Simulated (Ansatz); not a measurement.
Results of r²SCAN in Ansatz (plane waves, PAW) for diamond-structure Si.

Run with plane-wave cutoff 600 eV, 12×12×12 k mesh, scalar-relativistic PAW data made under PBE.

Computed at the level's own relaxed cell.

Elastic tensor (GPa, Voigt notation, ions relaxed):

```
  167.8    61.6    61.6     0.0     0.0     0.0
   61.6   167.8    61.6     0.0     0.0     0.0
   61.6    61.6   167.8     0.0     0.0     0.0
    0.0     0.0     0.0    81.4     0.0     0.0
    0.0     0.0     0.0     0.0    81.4     0.0
    0.0     0.0     0.0     0.0     0.0    81.4
```

Worked from these constants: the tetragonal shear constant is C′ = (C11 − C12)/2 = 53.1 GPa against C44 = 81.4 GPa, so the tetragonal shear is the softer. The Zener ratio C44/C′ is 1.53 (1 for an isotropic solid), and the Cauchy pressure C12 − C44 is -19.8 GPa. With C11 + 2C12 = 291.0 GPa all three Born conditions hold; they don't test modes at the zone boundary.

Measured, for comparison: elastic constant C11 168 GPa, elastic constant C12 64.9 GPa, elastic constant C44 80.2 GPa (low temperature, zero-point motion not removed; as tabulated in Tanner et al. (2021), arXiv:2110.11888). Computed (rounded) less measured: elastic constant C11 0.0 %, elastic constant C12 -5 %, elastic constant C44 +1 %.

The computed numbers hold no vibrational or temperature effects.

Ansatz is a first-principles code.
